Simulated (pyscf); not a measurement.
H₂N–SiH₂–NH₂ + hydrogen fluoride (HF) -> H₂N–SiH(NH₂)–F + hydrogen (H₂), a four-centre exchange (singlet surface; H–Si, F–H broken, F–Si, H–H formed). PySCF, gas phase, ωB97X-D3(BJ)/def2-SVP geometries. Energies in kcal/mol from the separated reactants.

Small-basis levels: PySCF, no dispersion term, spherical d functions. AM1 to PM7: differences of heats of formation from MOPAC, which are fitted to 298 K values and so differ in kind from electronic energies by zero-point and thermal terms. GFN2-xTB: tblite. Cost: rough CPU time at the saddle relative to B3LYP/6-31G*, from one job on a shared machine.

| level | barrier | reaction energy | cost |
|---|---|---|---|
| HF/STO-3G | 74.6 | -22.1 | 0.05 |
| B3LYP/STO-3G | 30.4 | -33.8 | 0.6 |
| B3LYP/LANL2DZ | 33.0 | -28.9 | 0.8 |
| B3LYP/6-311+G** | 30.5 | -29.2 | 2 |
| PBE/def2-SVP | 13.5 | -35.3 | 2 |
| GFN2-xTB | 36.2 | -32.5 | under 0.02 |
| AM1 | 75.5 | -34.0 | under 0.02 |
| ωB97M-D3(BJ)/def2-TZVP | 24.3 | -36.1 | – |

Against the last row the barrier runs from -10.9 (PBE/def2-SVP) to +51.2 kcal/mol (AM1). ωB97M-D3(BJ)/def2-TZVP has limits of its own. At the saddle there is also a short H–Si contact that neither side keeps. This is the saddle that the search found; another between the same sides may lie lower.
